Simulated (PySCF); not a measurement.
# Orbital picture of AlB

M06 at R = 2.032 Å; basis Al aug-pcseg-1, B aug-pcseg-1; no relativity; PySCF 2.14. State: ³Σ⁻ (triplet), unpaired electrons π ↑↑. Only the outer orbitals are listed, counted within each symmetry.

| spin | orbital | occ. | ε (eV) | on Al (%) | main shells (%) |
| --- | --- | --- | --- | --- | --- |
| α | 5σ | 1 | -12.84 | 33 | 64 B s, 28 Al s |
| α | 6σ | 1 | -7.69 | 56 | 56 Al s, 29 B s, 14 B p |
| α | 2π | 1 | -5.46 | 22 | 76 B p, 22 Al p |
| α | 2π | 1 | -5.46 | 22 | 76 B p, 22 Al p |
| α | 7σ | 0 | -3.43 | 54 | 41 B p, 35 Al p, 18 Al s |
| α | 3π | 0 | -1.16 | 95 | 91 Al p |
| α | 3π | 0 | -1.16 | 95 | 91 Al p |
| β | 5σ | 1 | -11.29 | 44 | 52 B s, 40 Al s |
| β | 6σ | 1 | -7.00 | 68 | 51 Al s, 28 B s, 18 Al p |
| β | 7σ | 0 | -2.53 | 34 | 49 B p, 25 Al p, 16 B s |
| β | 2π | 0 | -2.47 | 50 | 52 Al p, 47 B p |
| β | 2π | 0 | -2.47 | 50 | 52 Al p, 47 B p |

**Question.** Which are the highest filled and the lowest empty level, where do they sit, and how wide is the gap?

**Answer.** Highest filled α 2π at -5.46 eV (in %: 76 B p, 22 Al p); lowest empty α 7σ at -3.43 eV (in %: 41 B p, 35 Al p, 18 Al s); the gap at M06 is 2.03 eV.

The bond order (Mayer) is 1.30 and the ⟨S²⟩ is 2.109. The charge on Al (Mulliken, basis-dependent) is 0.54. The charge on Al (Löwdin, basis-dependent) is 0.48 and the dipole moment (positive dipole means Al(−)B(+)) is -1.78 D.

The state was picked by a PBE0 search and need not be the measured ground state.
